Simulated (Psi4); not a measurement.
# AlHCl2 (SMILES [H][Al]([Cl])[Cl]): a chain of runs

We compute a geometry optimisation (PBE0/6-31G*), then the harmonic vibrations, then the energy (MP2/cc-pVTZ), then the excited states (TD-PBE0/6-31G*) of AlHCl2. 

The calculation is run with Psi4 1.11.

### Step 1. The system as given

AlHCl2: 4 atoms, total charge 0, spin state singlet. SMILES: `[H][Al]([Cl])[Cl]`. Geometry: a GFN2-xTB relaxation, a rough one for these elements and not checked as a minimum. The run starts from this shape.

Bond lengths: Al1–Cl2 2.022 Å, Al1–Cl3 2.023 Å, Al1–H4 1.522 Å. Angles: Cl2–Al1–Cl3 124.1°, Cl2–Al1–H4 118.0°, Cl3–Al1–H4 117.9°.

### Step 2. A geometry optimisation at PBE0/6-31G(d) (density fitting, Cartesian functions) (run 1)

Contents of alcl2h.inp:

```
memory 1600 mb

molecule {
  Al    -0.047750    -0.080660    -0.000420
  Cl     1.971850    -0.182600     0.014280
  Cl    -1.095680     1.649890    -0.015830
  H     -0.828410    -1.386630     0.001980
  units angstrom
}

set {
  basis        6-31G*
  reference    rks
  geom_maxiter 60
}

opt('pbe0')
print_variables()
```

Launch:

```sh
$ psi4 -i alcl2h.inp -o alcl2h.out -n 1
```

alcl2h.out:

```text
[...]
  Running in c1 symmetry.
[...]
  Nuclear repulsion =  168.858064411667328
[...]
  Multiplicity = 1
[...]
  Nalpha       = 24
  Nbeta        = 24
[...]
    Number of basis functions: 59
[...]
   @DF-RKS iter   1: -1163.04137177579014   -1.69780e-01   4.90340e-03 DIIS/ADIIS
[...]
   @DF-RKS iter   6: -1163.09410451009808   -2.04636e-12   9.19842e-10 DIIS
[...]
  @DF-RKS Final Energy: -1163.09410451009808
   => Energetics <=
    Nuclear Repulsion Energy =            164.5537181719103046
    One-Electron Energy =               -1936.5462332083802721
    Two-Electron Energy =                 665.6482804825354833
    DFT Exchange-Correlation Energy =     -56.7498699561635789
    Empirical Dispersion Energy =           0.0000000000000000
    VV10 Nonlocal Energy =                  0.0000000000000000
    Total Energy =                      -1163.0941045100980773
[...]
  -Total Gradient:
     Atom            X                  Y                   Z
    ------   -----------------  -----------------  -----------------
       1       -0.000044600794    -0.000071560033    -0.000001919625
       2       -0.000023576444    -0.000052566780     0.000000763808
       3       -0.000034237330    -0.000047353220     0.000000665717
       4       -0.000026610860    -0.000044497554     0.000000910506
[...]
```

On the terminal:

```text
Optimizer: Optimization complete!
```

Run time: 14 s. Hardware: 1 thread of Intel Xeon 6975P-C (Granite Rapids), shared host; peak memory 0.37 GiB.

The path in brief:

| step | energy from the first frame kept (eV) | largest force (eV/Å) |
| --- | --- | --- |
| 0 | 0.0000 | 1.4145 |
| 1 | -0.1096 | 0.6441 |
| 2 | -0.1255 | 0.1924 |
| 3 | -0.0841 | 0.5642 |
| 4 | -0.1199 | 0.2414 |
| 5 | -0.1276 | 0.0267 |
| 6 | -0.1277 | 0.0134 |
| 7 | -0.1277 | 0.0043 |

After the run. Bond lengths: Al1–Cl2 2.091 Å, Al1–Cl3 2.091 Å, Al1–H4 1.571 Å. Angles: Cl2–Al1–Cl3 117.9°, Cl2–Al1–H4 121.0°, Cl3–Al1–H4 121.0°.

### Step 3. The harmonic vibrations at PBE0/6-31G(d) (density fitting, Cartesian functions) (run 2)

Contents of job.py:

```python
import psi4

psi4.set_memory('1600 MB')
psi4.set_num_threads(1)
psi4.set_output_file('output.dat', False)

m = psi4.geometry("""
0 1
Al
Cl 1 2.090893
Cl 1 2.090887 2 117.92152
H 1 1.570604 3 121.03927 2 179.99688
units angstrom
symmetry c1
""")

psi4.set_options({
    'reference': 'rks',
    't': 298.15,
    'rotational_symmetry_number': 2,
})

e, wfn = psi4.frequencies("pbe0/6-31G*", return_wfn=True)
print('E =', round(e, 9))
print('wavenumbers / cm^-1:', wfn.frequencies().np.round(1))
for k in ('ZPVE', 'ENTHALPY', 'GIBBS FREE ENERGY'):
    print(f'{k}: {psi4.variable(k):.8f} Eh')
```

Launch:

```sh
$ python job.py
```

output.dat:

```text
[...]
  Running in c1 symmetry.
[...]
  Nuclear repulsion =  164.553712581820776
[...]
  Multiplicity = 1
[...]
  Nalpha       = 24
  Nbeta        = 24
[...]
    Number of basis functions: 59
[...]
   @DF-RKS iter   1: -1163.04764825230700   -2.65385e-01   4.81578e-03 DIIS/ADIIS
[...]
   @DF-RKS iter   9: -1163.09410373987726   -1.22782e-11   3.69498e-09 DIIS
[...]
  @DF-RKS Final Energy: -1163.09410373987726
   => Energetics <=
    Nuclear Repulsion Energy =            164.5497285191365222
    One-Electron Energy =               -1936.5373859212897969
    Two-Electron Energy =                 665.6432167684079104
    DFT Exchange-Correlation Energy =     -56.7496631061322105
    Empirical Dispersion Energy =           0.0000000000000000
    VV10 Nonlocal Energy =                  0.0000000000000000
    Total Energy =                      -1163.0941037398774824
[...]
  -Total Gradient:
     Atom            X                  Y                   Z
    ------   -----------------  -----------------  -----------------
       1        0.000002056638     0.000225839094     0.000192204752
       2       -0.000000618715    -0.000025780853    -0.000002353207
       3       -0.000000620333    -0.000076432447    -0.000042047903
       4       -0.000000848733    -0.000338855247    -0.000277880080
[...]
  ==> Harmonic Vibrational Analysis <==
[...]
  Freq [cm^-1]                 160.2763            444.9662            484.6929
[...]
  IR activ [km/mol]            10.7275             115.1889            49.8676
[...]
  Freq [cm^-1]                 583.7979            660.8864           2025.9526
[...]
  IR activ [km/mol]            31.8868             319.4462            114.2609
[...]
  Total E_0, Enthalpy at 0 [K]                                                        -1163.08417039 [Eh]
[...]
```

On the terminal:

```text
Warning: used thermodynamics relations inappropriate for low-frequency modes: ['160.2763' '444.9662' '484.6929' '583.7979']
E = -1163.094104509
wavenumbers / cm^-1: [ 160.3  445.   484.7  583.8  660.9 2026. ]
ZPVE: 0.00993411 Eh
ENTHALPY: -1163.07896517 Eh
GIBBS FREE ENERGY: -1163.11172886 Eh
```

Wall time 38 s (1 thread of Intel Xeon 6975P-C (Granite Rapids), shared host); peak memory 0.36 GiB.

### Step 4. A single-point energy at MP2/cc-pVTZ (density fitting, density fitting for correlation) (run 3)

Contents of alcl2h.xyz:

```xyz
4
AlCl2H
Al    -0.095387    -0.159671     0.000517
Cl     1.995452    -0.152811     0.013941
Cl    -1.080438     1.684564    -0.016244
H     -0.900842    -1.508015     0.003021
```

Contents of alcl2h.py:

```python
import psi4

psi4.set_memory('1600 MB')
psi4.set_num_threads(1)
psi4.core.set_output_file('psi4.out', False)

with open('alcl2h.xyz') as f:
    atoms = ''.join(f.readlines()[2:])
geom = psi4.geometry('0 1\n' + atoms + 'symmetry c1')

psi4.set_options({
    'reference': 'rhf',
    'freeze_core': True,
})

e_tot, wfn = psi4.energy('mp2/cc-pVTZ', return_wfn=True)
print(f'mp2/cc-pVTZ energy: {e_tot:.10f} Eh')
for k, v in sorted(psi4.core.scalar_variables().items()):
    print(f'{k:45s} {v:18.10f}')
```

Launch:

```sh
$ python alcl2h.py
```

psi4.out:

```text
[...]
  Running in c1 symmetry.
[...]
  Nuclear repulsion =  164.553696072630601
[...]
  Multiplicity = 1
[...]
  Nalpha       = 24
  Nbeta        = 24
[...]
    Number of basis functions: 116
[...]
   @DF-RHF iter   1: -1161.67212188238591   -5.47360e-01   2.00250e-03 DIIS/ADIIS
[...]
   @DF-RHF iter  10: -1161.69843792830420   -6.82121e-12   5.57366e-09 DIIS
[...]
  @DF-RHF Final Energy: -1161.69843792830420
   => Energetics <=
    Nuclear Repulsion Energy =            164.5536960726306006
    One-Electron Energy =               -1936.5744956474381979
    Two-Electron Energy =                 610.3223616465035093
    Total Energy =                      -1161.6984379283039743
[...]
 Multipole Moments:
 ------------------------------------------------------------------------------------
     Multipole            Electronic (a.u.)      Nuclear  (a.u.)        Total (a.u.)
 ------------------------------------------------------------------------------------
 L = 1.  Multiply by 2.5417464519 to convert [e a0] to [Debye]
 Dipole X            :          0.8164351           -1.0634782           -0.2470432
 Dipole Y            :          1.3667439           -1.7802759           -0.4135321
 Dipole Z            :         -0.0025800            0.0032794            0.0006994
 Magnitude           :                                                    0.4817049
[...]
```

On the terminal:

```text
mp2/cc-pVTZ energy: -1162.1451505421 Eh
CURRENT CORRELATION ENERGY                         -0.4467126138
CURRENT ENERGY                                  -1162.1451505421
CURRENT REFERENCE ENERGY                        -1161.6984379283
CUSTOM SCS-MP2 CORRELATION ENERGY                  -0.4430234316
CUSTOM SCS-MP2 TOTAL ENERGY                     -1162.1414613599
DD SOLVATION ENERGY                                 0.0000000000
HF KINETIC ENERGY                                1161.6936389983
HF POTENTIAL ENERGY                             -2323.3920769266
HF TOTAL ENERGY                                 -1161.6984379283
HF VIRIAL RATIO                                     2.0000041310
MP2 CORRELATION ENERGY                             -0.4467126138
MP2 DOUBLES ENERGY                                 -0.4467126138
MP2 OPPOSITE-SPIN CORRELATION ENERGY               -0.3393683388
MP2 SAME-SPIN CORRELATION ENERGY                   -0.1073442749
MP2 SINGLES ENERGY                                 -0.0000000000
MP2 TOTAL ENERGY                                -1162.1451505421
NUCLEAR REPULSION ENERGY                          164.5536960726
ONE-ELECTRON ENERGY                             -1936.5744956474
PCM POLARIZATION ENERGY                             0.0000000000
PE ENERGY                                           0.0000000000
SCF ITERATION ENERGY                            -1161.6984379283
SCF ITERATIONS                                     10.0000000000
SCF TOTAL ENERGY                                -1161.6984379283
SCS-MP2 CORRELATION ENERGY                         -0.4430234316
SCS-MP2 TOTAL ENERGY                            -1162.1414613599
TWO-ELECTRON ENERGY                               610.3223616465
```

Wall time 2.9 s (1 thread of Intel Xeon 6975P-C (Granite Rapids), shared host); peak memory 0.32 GiB.

### Step 5. The vertical excitations at TD-PBE0/6-31G(d) (density fitting, Cartesian functions, save jk yes) (run 4)

Contents of job.inp:

```
memory 1600 MB

molecule molecule1 {
  Al
  Cl 1 r2
  Cl 1 r3 2 a3
  H 1 r4 3 a4 2 d4

  r2 = 2.090893
  r3 = 2.090887
  a3 = 117.92152
  r4 = 1.570604
  a4 = 121.03927
  d4 = 179.99688
}

set {
  basis 6-31G*
  save_jk true
}

from psi4.driver.procrouting.response.scf_response import tdscf_excitations
E, wfn = energy('pbe0', return_wfn=True)
states = tdscf_excitations(wfn, states=6, tda=False)
print_variables()
```

Launch:

```sh
$ psi4 job.inp job.out -n 1
```

job.out:

```text
[...]
  Running in c1 symmetry.
[...]
  Nuclear repulsion =  164.553712581820776
[...]
  Multiplicity = 1
[...]
  Nalpha       = 24
  Nbeta        = 24
[...]
    Number of basis functions: 59
[...]
   @DF-RKS iter   1: -1163.04764825301731   -2.65385e-01   4.81578e-03 DIIS/ADIIS
[...]
   @DF-RKS iter   7: -1163.09410450989117   -7.17750e-09   3.28686e-07 DIIS
[...]
  @DF-RKS Final Energy: -1163.09410450989117
   => Energetics <=
    Nuclear Repulsion Energy =            164.5537125818207755
    One-Electron Energy =               -1936.5463495693527420
    Two-Electron Energy =                 665.6484099548547420
    DFT Exchange-Correlation Energy =     -56.7498774772138859
    Empirical Dispersion Energy =           0.0000000000000000
    VV10 Nonlocal Energy =                  0.0000000000000000
    Total Energy =                      -1163.0941045098911673
[...]
 Multipole Moments:
 ------------------------------------------------------------------------------------
     Multipole            Electronic (a.u.)      Nuclear  (a.u.)        Total (a.u.)
 ------------------------------------------------------------------------------------
 L = 1.  Multiply by 2.5417464519 to convert [e a0] to [Debye]
 Dipole X            :          0.0001094           -0.0000701            0.0000394
 Dipole Y            :          1.3188650           -1.7768064           -0.4579413
 Dipole Z            :          0.7936718           -1.0692705           -0.2755988
 Magnitude           :                                                    0.5344763
[...]
                                    Excitation Energy         Total Energy        Oscillator Strength             Rotatory Strength
[...]
Excited State    1 (1 A):   0.23448 au   194.32 nm f = 0.0108
[...]
Excited State    3 (1 A):   0.25492 au   178.74 nm f = 0.0311
[...]
```

It took 7.5 s on 1 thread of Intel Xeon 6975P-C (Granite Rapids), shared host; peak memory 0.34 GiB.

The roots found:

| excited state | energy (eV) | strength | label |
| --- | --- | --- | --- |
| 1 | 6.380 | 0.0108 | A 1 |
| 2 | 6.382 | 0.0000 | A 1 |
| 3 | 6.937 | 0.0311 | A 1 |
| 4 | 7.343 | 0.0012 | A 1 |
| 5 | 7.404 | 0.0772 | A 1 |
| 6 | 7.490 | 0.0000 | A 1 |

### Step 6. Summary of results

```
                                                                     quantity             value
                                  run 1, PBE0/6-31G*: total energy at the end    -1163.09410 Eh
                                            run 1, PBE0/6-31G*: dipole moment            1.36 D
                                              run 1, PBE0/6-31G*: HOMO energy          -9.33 eV
                                              run 1, PBE0/6-31G*: LUMO energy          -1.54 eV
                                            run 1, PBE0/6-31G*: HOMO–LUMO gap           7.79 eV
                               run 2, PBE0/6-31G*: lowest harmonic wavenumber          160 cm⁻¹
                              run 2, PBE0/6-31G*: highest harmonic wavenumber         2026 cm⁻¹
                                        run 2, PBE0/6-31G*: zero-point energy       26.1 kJ/mol
run 2, PBE0/6-31G*: ideal-gas entropy at 298.15 K (symmetry number 2 as used)  69.0 cal/(mol K)
                                             run 3, MP2/cc-pVTZ: total energy    -1162.14515 Eh
                      run 3, MP2/cc-pVTZ: HOMO energy (Hartree–Fock orbitals)         -12.55 eV
                      run 3, MP2/cc-pVTZ: LUMO energy (Hartree–Fock orbitals)           1.29 eV
                    run 3, MP2/cc-pVTZ: HOMO–LUMO gap (Hartree–Fock orbitals)          13.84 eV
             run 3, MP2/cc-pVTZ: correlation energy (15 core orbitals frozen)        -446.7 mEh
                     run 4, TD-PBE0/6-31G*: ground-state or mean-field energy    -1163.09410 Eh
                run 4, TD-PBE0/6-31G*: dipole moment (PBE0 Kohn–Sham density)            1.36 D
                 run 4, TD-PBE0/6-31G*: HOMO energy (PBE0 Kohn–Sham orbitals)          -9.33 eV
                 run 4, TD-PBE0/6-31G*: LUMO energy (PBE0 Kohn–Sham orbitals)          -1.54 eV
               run 4, TD-PBE0/6-31G*: HOMO–LUMO gap (PBE0 Kohn–Sham orbitals)           7.79 eV
                              run 4, TD-PBE0/6-31G*: lowest excitation energy           6.38 eV
```

What this shows: The optimisation (run 1, PBE0/6-31G*) took 8 steps and changed the energy by -0.128 eV. All 6 modes (run 2, PBE0/6-31G*) are real, so the shape is a minimum at this level. The brightest of the 6 transitions from the ground state lies at 7.40 eV (167 nm, f = 0.077); the lowest, at 6.38 eV, has f = 0.011. The basis has no diffuse functions, so Rydberg states are missing or pushed up, and the true lowest state may lie lower.
